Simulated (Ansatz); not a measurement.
Molecule (SMILES): [O]O (O-OH), doublet.
Atoms: O1, O2, H3. Bonds: O1-O2, O2-H3.

Basis-set convergence of the lowest harmonic wavenumber at MP2 with Ansatz (a first-principles code). Each level at its own minimum, finite differences of forces, unscaled; the reference is a large set that could be run, not a limit. All functions are spherical. Cores are frozen. Open shells are unrestricted. No added dispersion term, no relativity. Reference: the value in def2-QZVPP, 1239 cm⁻¹, itself unsure by roughly 10 cm⁻¹ (its mean distance from cc-pVQZ, aug-cc-pVTZ, def2-TZVPPD).

```tsv
basis	functions	lowest harmonic wavenumber (cm⁻¹)
cc-pVDZ	33	1226
def2-SVP	33	___
aug-cc-pVDZ	55	___
def2-TZVP	68	1233
jun-cc-pV(T+d)Z	92	1228
6-311++G(3df,3pd)	96	___
def2-TZVPPD	97	1228
cc-pVQZ	140	1240
def2-QZVPP	144	1239
```

### Question
Complete the blanks.

### Answer

- def2-SVP, lowest harmonic wavenumber (cm⁻¹): 1258
- aug-cc-pVDZ, lowest harmonic wavenumber (cm⁻¹): 1198
- 6-311++G(3df,3pd), lowest harmonic wavenumber (cm⁻¹): 1247
